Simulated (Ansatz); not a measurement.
We consider fcc Pt, described by r²SCANh (Ansatz, a quantum-chemistry and plane-wave program, plane waves, PAW).

Run with plane-wave cutoff 520 eV, 14×14×14 k mesh, Fermi–Dirac smearing 0.05 eV, scalar-relativistic PAW data made under PBE.

A third-order Birch–Murnaghan fit to the energies gives V0 = 15.141 Å³/atom, B0 = 280 GPa, B′ = 5.7.

```
V (Å³/atom)  P (GPa)
-----------  -------
14.383           ___
14.762           ___
15.108          0.63
15.519           ___
15.897        -11.85
```

Task: Estimate the withheld pressures from this fit; the answers are the runs' own values.

Result: 
- 14.383, P (GPa): 16.59
- 14.762, P (GPa): 7.64
- 15.519, P (GPa): -6.44

The formula P = (3/2) B0 (x^(7/3) − x^(5/3)) [1 + (3/4)(B′ − 4)(x^(2/3) − 1)] with x = V0/V meets the computed pressures within 0.06 GPa when these rounded values are put in.

Measured, for comparison: bulk modulus 289 GPa (corrected for temperature and zero-point phonon effects; as tabulated in Levämäki et al. (2014), arXiv:1402.3671); equilibrium volume per atom 14.98 Å³/atom (static lattice: zero-point anharmonic expansion removed; as tabulated in Mejia-Rodriguez and Trickey (2018), arXiv:1807.09216). Computed (rounded) less measured: bulk modulus -3 %, equilibrium volume per atom +1.1 %.

Spin–orbit coupling is not included.
